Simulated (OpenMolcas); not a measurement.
**One shape, several levels: Si3H8 (trisilane)**

Aim: a comparison of 6 runs (HF/3-21G, HF/6-31G*, B3LYP/6-31G*, PBE/6-31G*, r2SCAN/6-31G*, revPBE/6-31G*) of Si3H8 (trisilane). 

The calculation is run with OpenMolcas 26.06.

1 further run of the same task is left out (set aside as unsound or not needed).

## 1. The molecule

Si3H8: 11 atoms, total charge 0, spin state singlet. As SMILES, `[SiH3][SiH2][SiH3]`. The Si1–Si2 distance was set to 2.689 Å, away from the relaxed value.

Bond lengths: Si2–Si3 2.338 Å, Si1–H4 1.488 Å, Si1–H5 1.488 Å, Si1–H6 1.488 Å, Si2–H7 1.490 Å, Si2–H8 1.490 Å, Si3–H9 1.488 Å, Si3–H10 1.488 Å, Si3–H11 1.488 Å. Some angles: Si2–Si3–H9 109.8°, Si2–Si3–H10 109.8°, Si2–Si3–H11 111.2°, Si3–Si2–H7 109.6°, Si3–Si2–H8 109.6°, H9–Si3–H10 108.5°, H9–Si3–H11 108.7°, H10–Si3–H11 108.7°, H7–Si2–H8 108.1°, H4–Si1–H5 108.7°. A long bond or contact: Si1–Si2 2.689 Å.

## 2. The energy at HF/3-21G (run 1)

Contents of test.inp:

```
* H8Si3 Hartree-Fock
>>> EXPORT MOLCAS_PRINT=2

&GATEWAY
 BASLIB
 $CurrDir
 COORD
 11
 bohr
 Si    -2.67789877     3.19905689    -1.05752097
 Si    -0.87413061    -1.52557590    -0.55996365
 Si     3.08390075    -1.46340391     1.40359408
 H     -5.19743281     3.20092771    -2.30445676
 H     -0.90431521     4.73674593    -2.60482873
 H     -2.92350647     4.39593382     1.47454196
 H     -0.64893195    -2.72150798    -3.09945320
 H     -2.66523193    -3.06286810     0.97583567
 H      2.86473032    -0.29279417     3.95034018
 H      4.88271216     0.06005550    -0.12859586
 H      4.11886596    -4.06132380     1.69087024
 BASIS
 3-21G
 GROUP
 NoSym

&SEWARD

&SCF
 THRESHOLDS
 1e-10 1e-07 1e-07 1e-05
 PRORBITALS
 1 2
```

The basis set 3-21G is read from a file made from the Basis Set Exchange's data (not shown).

Run with:

```console
$ export MOLCAS_MEM=1860
$ pymolcas test.inp > test.log
```

The log of the run:

```text
--- Start Module: gateway ---
[...]
--- Stop Module: gateway /rc=_RC_ALL_IS_WELL_ ---
--- Start Module: seward ---
[...]
      Basis functions           55
--- Stop Module: seward /rc=_RC_ALL_IS_WELL_ ---
--- Start Module: scf ---
[...]
       Convergence after  12 Iterations
[...]
::    Total SCF energy                               -866.7875141097
[...]
      Total spin, S                                     0.0000000000
[...]
      Total electronic charge=   50.000000
      Total            charge=   -0.000000
[...]
      Dipole Moment (debye):
      Origin of the operator (angstrom)=   -0.0781    0.0469   -0.0347
                   X= -1.1735E-02               Y= -7.1940E-04               Z= -5.7916E-03           Total=  1.3106E-02
      Quadrupole Moment (debye*angstrom):
[...]
--- Stop Module: scf /rc=_RC_ALL_IS_WELL_ ---
[...]
```

Wall time 2 s (1 thread of Arm Neoverse V2, shared host); peak memory 0.39 GiB.

## 3. A single-point energy at HF/6-31G(d) (spherical functions) (run 2)

Contents of run.inp:

```
&GATEWAY
  BasLib=$CurrDir
  BasisSet
  Si.6-31Gs....
  Si1 -1.417083 1.692868 -0.559616 angstrom
  Si2 -0.462570 -0.807300 -0.296320 angstrom
  Si3 1.631930 -0.774400 0.742750 angstrom
  End of Basis
  BasisSet
  H.6-31Gs....
  H4 -2.750363 1.693858 -1.219466 angstrom
  H5 -0.478543 2.506578 -1.378416 angstrom
  H6 -1.547053 2.326228 0.780294 angstrom
  H7 -0.343400 -1.440160 -1.640160 angstrom
  H8 -1.410380 -1.620800 0.516390 angstrom
  H9 1.515950 -0.154940 2.090430 angstrom
  H10 2.583820 0.031780 -0.068050 angstrom
  H11 2.179610 -2.149160 0.894770 angstrom
  End of Basis

&SEWARD

&SCF
  Thresholds=1e-10 1e-07 1e-07 1e-05
  PrOrbitals=1 2
```

The basis set 6-31G* is read from a file made from the Basis Set Exchange's data (not shown).

Run with:

```console
$ export MOLCAS_MEM=1860
$ pymolcas run.inp > run.log
```

The log of the run:

```text
--- Start Module: gateway ---
[...]
--- Stop Module: gateway /rc=_RC_ALL_IS_WELL_ ---
--- Start Module: seward ---
[...]
      Basis functions           70
--- Stop Module: seward /rc=_RC_ALL_IS_WELL_ ---
[...]
--- Start Module: scf ---
[...]
       Convergence after  12 Iterations
[...]
::    Total SCF energy                               -871.3660605451
[...]
      Total spin, S                                     0.0000000000
[...]
      Total electronic charge=   50.000000
      Total            charge=   -0.000000
[...]
      Dipole Moment (debye):
      Origin of the operator (angstrom)=   -0.0781    0.0469   -0.0347
                   X= -3.0466E-02               Y= -5.2254E-02               Z= -1.9365E-02           Total=  6.3511E-02
      Quadrupole Moment (debye*angstrom):
[...]
--- Stop Module: scf /rc=_RC_ALL_IS_WELL_ ---
[...]
```

It took 3.6 s on 1 thread of Arm Neoverse V2, shared host; peak memory 0.41 GiB.

Runs 3 to 5 aren't shown in full; the table further down has their settings and results.

## 4. A single-point energy at revPBE/6-31G(d) (spherical functions) (run 6)

Contents of test.input:

```
* H8Si3 Kohn-Sham DFT
&GATEWAY
BasLib
$CurrDir
Coord
11
angstrom
Si      -1.417083       1.692868      -0.559616
Si      -0.462570      -0.807300      -0.296320
Si       1.631930      -0.774400       0.742750
H       -2.750363       1.693858      -1.219466
H       -0.478543       2.506578      -1.378416
H       -1.547053       2.326228       0.780294
H       -0.343400      -1.440160      -1.640160
H       -1.410380      -1.620800       0.516390
H        1.515950      -0.154940       2.090430
H        2.583820       0.031780      -0.068050
H        2.179610      -2.149160       0.894770
Basis
6-31Gs
Group
NoSym
&SEWARD
GridInput
Grid=UltraFine
End of Grid
&SCF
KSDFT
revPBE
Thresholds
1e-10 1e-07 1e-07 1e-05
PrOrbitals
1 2
```

The basis set 6-31G* is read from a file made from the Basis Set Exchange's data (not shown).

Run with:

```console
$ export MOLCAS_MEM=1860
$ pymolcas test.input > test.log
```

The log of the run:

```text
--- Start Module: gateway ---
[...]
--- Stop Module: gateway /rc=_RC_ALL_IS_WELL_ ---
--- Start Module: seward ---
[...]
      Basis functions           70
--- Stop Module: seward /rc=_RC_ALL_IS_WELL_ ---
[...]
--- Start Module: scf ---
[...]
       Convergence after  16 Iterations
[...]
::    Total KS-DFT energy                            -873.0135515698
[...]
      Total spin, S                                     0.0000000000
[...]
      Total electronic charge=   50.000000
      Total            charge=   -0.000000
[...]
      Dipole Moment (debye):
      Origin of the operator (angstrom)=   -0.0781    0.0469   -0.0347
                   X= -3.0912E-02               Y= -1.8917E-02               Z= -1.6856E-02           Total=  3.9969E-02
      Quadrupole Moment (debye*angstrom):
[...]
--- Stop Module: scf /rc=_RC_ALL_IS_WELL_ ---
[...]
```

Run time: 21 s. Hardware: 1 thread of Arm Neoverse V2, shared host; peak memory 0.41 GiB.

## 5. Overview of the runs

| run | level | integration grid | energy (Eh) | dipole moment (D) | HOMO energy (eV) | LUMO energy (eV) | wall time |
| --- | --- | --- | --- | --- | --- | --- | --- |
| 1 | HF/3-21G | – | -866.787514 | 0.01 | -9.89 | 2.37 | 2 s |
| 2 | HF/6-31G* (spherical functions) | – | -871.366061 | 0.06 | -9.81 | 2.56 | 3.6 s |
| 3 | B3LYP/6-31G* (spherical functions) | UltraFine | -873.263073 | 0.06 | -7.34 | -0.76 | 19 s |
| 4 | PBE/6-31G* (spherical functions) | UltraFine | -872.721669 | 0.04 | -6.58 | -1.41 | 20 s |
| 5 | r2SCAN/6-31G* (spherical functions) | UltraFine | -873.107260 | 0.04 | -6.84 | -1.17 | 26 s |
| 6 | revPBE/6-31G* (spherical functions) | UltraFine | -873.013552 | 0.04 | -6.56 | -1.34 | 21 s |

## 6. Results

```
            quantity          value
 run 6: total energy  -873.01355 Eh
run 6: dipole moment         0.04 D
  run 6: HOMO energy       -6.56 eV
  run 6: LUMO energy       -1.34 eV
run 6: HOMO–LUMO gap        5.22 eV
```

**Reading.** The dipole moment (its size) runs from 0.01 D (HF/3-21G) to 0.06 D (HF/6-31G*). The HOMO–LUMO gap runs from 5.17 eV (PBE/6-31G*) to 12.37 eV (HF/6-31G*). Exact exchange widens orbital gaps. Totals of different functionals can't be ranked against each other. All runs together took 92 s, the longest 26 s.
